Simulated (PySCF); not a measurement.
# BClH3: the cost of one run

Computed with PySCF 2.14.0; each step states its level. No surroundings beyond the atoms listed, unless a continuum is named. Atoms count from 0, parts from 1.

### 1 The system as given

5 atoms, charge -1, multiplicity 1; geometry: GFN2-xTB. Parts: 1 = atoms 0–3, `B`, charge 0; 2 = atom 4, `[Cl-]`, charge -1. In the given geometry B0 and Cl4 of different parts are bonded (1.86 Å), so values for the parts refer to these atom groups.

### 2 Geometry optimisation at PBE0-D3(BJ)/def2-TZVPD

Job settings and geometry (Å):

```
{"job": {"xc": "PBE0", "basis": "def2-TZVPD", "d3": "d3bj", "grid": 3, "kind": "geom", "shake": 0.01}, "charge": -1, "multiplicity": 1, "parts": [{"atoms": "0-3", "charge": 0, "multiplicity": 1}, {"atoms": "4-4", "charge": -1, "multiplicity": 1}]}
B      0.137317     0.010518     0.381543
H     -0.731094    -0.832913     0.329150
H     -0.323891     1.098490    -0.016464
H      1.163037    -0.283778    -0.199428
Cl     0.562815     0.248772     2.172513
```

Started as:

```bash
> OMP_NUM_THREADS=1 python cluster_run.py task.json out
```

The driver reads the jobs from task.json and runs them one after another.

Q: Estimate the wall time and peak memory of this first job on 1 thread of Arm Neoverse N1, shared host.

About 26 s, with a peak of 0.5 GiB.
